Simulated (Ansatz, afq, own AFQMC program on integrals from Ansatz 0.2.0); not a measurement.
Two steps: Ansatz 0.2.0 writes the Fock matrix and Cholesky factors of the valence space, and afq projects on them the lowest state that overlaps trial and start.

```yaml
crystal:
  periodic: [false, false, false]
  atoms:
    - {symbol: P, position_ang: [0.000000, 0.000000, 0.000000]}
basis:
  gaussian: {orbitals: def2-TZVPP}
magnetization: {spin_polarized: true, initial_magnetization: 3}
correlation: {method: ccsd_t, electrons: outside_noble_gas, hamiltonian_folder: ham}
```

```sh
$ ansatz run in.yaml --threads 1 --pin off --events-out ev --progress --plain --max-ram 24576MiB --backend cuda --devices 0, --max-vram 18GiB
```

afq runs on the folder ham with

```
--method phaseless --trial cisd --walkers 4000 --populations 20 --least-time 60 --time-step 0.005 --steps-per-block 50 --equilibration-blocks 28 --max-blocks 4000 --target-error 8e-05 --factor-cut 1e-05 --start spin_pure --seed 6390 --release-times 0.24,0.5,1,1.5 --release-step 0.02 --release-every 3 --taylor-order 6
```

Times are imaginary, in 1/Eh. The walk had a cap of 122 s. With eight or more populations the least sampling time is a fifth of least-time, and the error comes from their spread.

Output of the walk:

```
orbitals 37  electrons 4 1  factors 238 of 244
reference energy -340.70986260 Eh
CCSD correlation -0.10112725 Eh in 8 cycles, weight of the determinant in the CISD state 0.9361
energy of the start -340.810999 Eh
 block  time / (1/Eh)  mean weight  energy / Eh
     1     0.250  0.9999  -340.811214
     2     0.500  0.9999  -340.812009
     3     0.750  1.0001  -340.812707
     4     1.000  1.0001  -340.813513
     5     1.250  0.9997  -340.814134
    12     3.000  1.0000  -340.815571
    19     4.750  0.9999  -340.815766
    26     6.500  0.9999  -340.815561
    33     8.250  1.0001  -340.816011
    40    10.000  1.0001  -340.815427
    44    11.000  1.0000  -340.816095
    47    11.750  1.0003  -340.815854
    54    13.500  0.9999  -340.815883
    61    15.250  0.9998  -340.815410
    68    17.000  0.9999  -340.815640
    75    18.750  1.0003  -340.815420
    77    19.250  1.0000  -340.815330
    78    19.500  1.0001  -340.815520
error from the spread of 20 populations
released: time / (1/Eh)  energy / Eh  error  mean overlap
  0.24  -340.814207  0.001508  0.9994
  0.50  -340.815740  0.000042  0.9989
  1.00  -340.815779  0.000037  0.9987
  1.50  -340.815741  0.000034  0.9985
energy -340.815683 +/- 0.000055 Eh
(rows thinned)
```

The run passed its tests (sampling time, drift between the halves within three errors, error under three times the target), which doesn't prove that it has relaxed.

Against this walk (error 1.5 meV) on the same determinant: CCSD(T) 22.9 meV higher, CCSDT(Q) 1.9 meV lower (within the noise), CCSDTQ 2.5 meV lower (within the noise), full CI 2.6 meV lower (within the noise). The error is statistical and leaves out the bias of the constraint. The released energies have errors that jump between times, so the bars are unsure (meV from the phaseless value at times in 1/Eh: 40 ± 41 at 0.24, -1.5 ± 1.1 at 0.50, -2.6 ± 1.0 at 1.00, -1.6 ± 0.9 at 1.50), so they give no level.

Cautions: constraint bias not in the error.

The walk took 40 s on 1 × NVIDIA H100 80GB HBM3 with 2 threads of AMD EPYC 7R13 Processor (Zen 3), with other jobs on the host (the card was shared). The log's last line is the phaseless energy.

CCSDT and higher add their correlation energy to the determinant of the CCSD(T) run, since their own runs factorise the integrals more tightly (a shift of under 2 meV). A walk keeps the symmetry of its determinant, which the program's search chose and which needn't be the lowest solution, so a lower state of the same spin and another symmetry isn't excluded.
